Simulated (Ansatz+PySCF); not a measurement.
**doublet OH: levels of theory in one basis**

```xyz
2

O     0.0000    0.0000   -0.1682
H     0.0000    0.0000    1.3453
```

Basis set: 6-31G (spherical functions). Left uncorrelated: 1 orbital. Correlation on ROHF uses semicanonical orbitals with singles. Charge 0, multiplicity 2.

Computed with Ansatz (development build ahead of 0.2.0); each method stands on the lowest determinant of its kind that the runs found.

| method | E − E(ROHF) (eV) | <S²> of the determinant |
| --- | --- | --- |
| ROHF | 0.00 | 0.75 |
| UHF | -0.87 | 1.32 |
| ROHF-MP2 | -3.06 | – |
| ROHF-CCSD | -3.65 | – |
| UHF-CCSD | -3.66 | 1.32 |
| ROHF-CCSD(T) | -3.71 | – |
| UHF-CCSD(T) | -3.70 | 1.32 |
| full CI (lowest root of this spin) | -3.73 | – |

(1) What does UHF-MP2 give on the same scale?

(2) Is a single determinant a sound starting point here?

Results:

(1) -2.70 eV.

At such a shape the full CI root can have another spatial symmetry than the determinants, so the rows needn't describe one state.

(2) It is doubtful. Unrestricted orbitals lower Hartree–Fock by 0.87 eV and <S²> is 1.32 where a pure state has 0.75, a sign of strong static correlation.

Caution for ROHF, ROHF-MP2, ROHF-CCSD, ROHF-CCSD(T): an unrestricted determinant lies well below. Caution for UHF, UHF-MP2, UHF-CCSD, UHF-CCSD(T): the unrestricted determinant is spin contaminated. Caution for ROHF-MP2, ROHF-CCSD, ROHF-CCSD(T): bonds are stretched, where a single reference can fail. Caution for UHF-MP2, UHF-CCSD, UHF-CCSD(T): large amplitudes, a single reference is doubtful. Caution for UHF-MP2: another reference gives a lower total.
